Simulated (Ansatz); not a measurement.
A nudged elastic band was laid between two geometries of AlH₄NO (7 atoms, charge 0, multiplicity 1).

Method: Ansatz 0.2.0, RKS r2SCAN-D4/def2-SVP.

- movable images: 5
- climbing image: yes
- spring: 5.0 eV/Å²
- optimiser: quadratic models (default)
- start path: straight line
- force threshold: 0.05 eV/Å
- iteration limit: 60
- end points: relaxed

First end point:

```xyz
7
Properties=species:S:1:pos:R:3
Al 0.547 -0.034 0.003
N 0.869 -0.081 1.747
H 0.208 -0.267 2.494
H 1.788 0.083 2.147
H 1.712 0.274 -1.011
O -1.000 -0.310 -0.651
H -1.830 -0.511 -0.213
```

Last end point:

```xyz
7
Properties=species:S:1:pos:R:3
Al -0.609 -0.423 -0.705
N 1.132 0.478 0.556
H 0.751 1.041 1.321
H 1.670 -0.276 0.992
H 1.792 1.067 0.044
O -1.180 -1.215 0.703
H -1.263 -1.519 1.604
```

(1) What changes between the two ends?

(2) What energy profile does the band end with?

(3) What is the geometry of the highest image?

Results:

(1) Bonds broken: Al1–N2, Al1–H5. Bonds formed: N2–H5.

(2) It converged. The highest image is number 3 of 0 to 6, 2.83 eV above the first end and 1.54 eV above the last; the last end lies 1.28 eV above the first. Neighbouring images differ by up to 1.5 eV, so the band resolves the path poorly. The order of the point at the top wasn't checked. The orbitals stay closed-shell, which can raise the energy where a bond breaks towards radicals; this wasn't checked here.

```tsv
image	path coordinate (Å)	energy (eV)	Al1–N2 (Å)	Al1–H5 (Å)	N2–H5 (Å)
0	0.00	0.00	1.77	1.57	2.91
1	0.69	0.23	1.76	1.56	2.68
2	1.38	1.42	1.78	1.57	2.17
3	2.06	2.83	1.92	1.71	1.49
4	2.92	1.35	2.29	2.55	1.03
5	3.77	1.28	2.33	2.90	1.02
6	4.62	1.28	2.33	2.92	1.02
```

(3) 
```xyz
7
Properties=species:S:1:pos:R:3
Al 0.214 -0.621 -0.323
N 1.152 0.194 1.143
H 0.910 0.713 2.002
H 2.144 -0.060 1.194
H 1.279 0.721 -0.244
O -1.457 -0.863 -0.040
H -1.948 -0.931 0.784
```

Time of the run: 89 s on 1 thread of Intel(R) Xeon(R) 6975P-C (Granite Rapids) (shared host), peak memory 0.14 GiB.
